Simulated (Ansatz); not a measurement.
# AlNH₂ (triplet): from Hartree-Fock to the top rungs, cc-pVDZ

Aim: climb from Hartree-Fock through coupled cluster for AlNH₂ (triplet) at one geometry and basis, and see what each rung misses.

The runs use Ansatz 0.2.0, Gaussian basis; cc-pVDZ, core rule «outside noble gas», up to 6 orbitals frozen.

The runs, in order: UHF; CCSD(T) on ROHF; CCSD(T) on UHF; BCCD(T) on ROHF; CISD; CCSDT(Q) on ROHF; CCSDT(Q) on UHF; CCSDTQ on ROHF.

11 further runs of the same task are left out: 8 for a known fault of the program, 3 set aside as unsound or not needed.

## 1. The system

The geometry is a PBE0/def2-TZVP stationary point (not a proven minimum) of the parent state, kept for this charge and spin.

4 atoms, charge 0, spin multiplicity 3.

Atoms are counted from 1 here; the program's logs count them from 0.

Bond lengths: Al1–N2 1.796 Å, N2–H3 1.012 Å, N2–H4 1.012 Å. Angles: Al1–N2–H3 125.6°, Al1–N2–H4 125.6°, H3–N2–H4 108.7°.

As a file:

```xyz
4
charge 0, multiplicity 3
Al    0.00000    0.00000    0.69681
N     0.00000    0.00000   -1.09924
H     0.00000    0.82226   -1.68874
H     0.00000   -0.82226   -1.68874
```

## 2. UHF

Contents of in.yaml:

```yaml
crystal:
  periodic: [false, false, false]
  atoms:
    - {symbol: Al, position_ang: [0.000000, 0.000000, 0.696811]}
    - {symbol: N, position_ang: [0.000000, 0.000000, -1.099242]}
    - {symbol: H, position_ang: [0.000000, 0.822256, -1.688737]}
    - {symbol: H, position_ang: [0.000000, -0.822256, -1.688737]}
basis:
  gaussian: {orbitals: cc-pVDZ}
magnetization: {spin_polarized: true, initial_magnetization: 2}
hamiltonian: {xc: hf}
output: {orbitals: {seedname: orbitals}}
```

Run with:

```console
> ansatz run in.yaml --threads 1 --pin off --events-out ev --progress --plain --max-ram 2816MiB --backend cpu
```

After this run come: CCSD(T) on ROHF; CCSD(T) on UHF; BCCD(T) on ROHF; CISD; CCSDT(Q) on ROHF; CCSDT(Q) on UHF; CCSDTQ on ROHF.

Q: Predict the results of all the runs planned. Wanted: RCCSDTQ below the RHF energy; RMP2 from RCCSDTQ; UMP2 from RCCSDTQ; RCCSD from RCCSDTQ; RCCSD(T) from RCCSDTQ; UCCSD(T) from RCCSDTQ; RCCSDT(Q) from RCCSDTQ; UCCSDT(Q) from RCCSDTQ; T1 diagnostic.

As calculated:

```
                         quantity                                                              value
     RCCSDTQ below the RHF energy                                                         -6.1988 eV
                RMP2 from RCCSDTQ                                                         +637.4 meV
                UMP2 from RCCSDTQ                                                         +624.0 meV
               RCCSD from RCCSDTQ                                                         +200.5 meV
            RCCSD(T) from RCCSDTQ                                                          +31.9 meV
            UCCSD(T) from RCCSDTQ                                                          +31.2 meV
           RCCSDT(Q) from RCCSDTQ                                                           -0.6 meV
           UCCSDT(Q) from RCCSDTQ                                                           -3.0 meV
levels within 1 kcal/mol (43 meV)  RCCSD(T), UCCSD(T), BCCD(T), RCCSDT, UCCSDT, RCCSDT(Q), UCCSDT(Q)
                    T1 diagnostic                                                              0.024
```

RCCSD(T) lands +31.9 meV from the yardstick (0.5 % of the correlation energy). These misses are within one basis, not against nature; the frozen cores of restricted and unrestricted runs differ, which can shift their rows.
